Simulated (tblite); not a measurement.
C3HF3.
Structure used (GFN2-xTB), in Å, numbered top down from 1:
```xyz
7
C3HF3 angstrom
C      1.747   -0.138    0.014
C      0.555   -0.043    0.002
C     -0.898    0.072   -0.013
F     -1.447   -0.629   -1.016
F     -1.449   -0.379    1.124
F     -1.299    1.343   -0.162
H      2.795   -0.221    0.024
```

Structure optimised with GFN2-xTB, isolated species.

Take the most abundant isotopes and a rigid rotor. 

Q: What are A, B and C (MHz)?

A: Ia = 88.22, Ib = 175.90, Ic = 175.92 u·Å²; 505379 MHz·u·Å²/I gives A = 5729, B = 2873, C = 2873 MHz.

Q: What kind of rotor is it?

A: A prolate symmetric top, as the point group C3v requires two equal moments. Ray's parameter κ = (2B − A − C)/(A − C) = -1.000; −1 is the prolate and +1 the oblate limit.

Q: Estimate the classical rotational partition function at 10 K, 25 K and 298.15 K.

A: Point group C3v, symmetry number σ = 3; q = (√π/σ)·√((kT/h)³/(ABC)), k/h = 20836.6 MHz/K: 258 at 10 K, 1020 at 25 K, 42100 at 298.15 K.

Its GFN2-xTB frequencies are all real (lowest 153 cm⁻¹). These are rigid-rotor constants of the computed structure; measured ground-state constants (B0) also hold zero-point vibration.
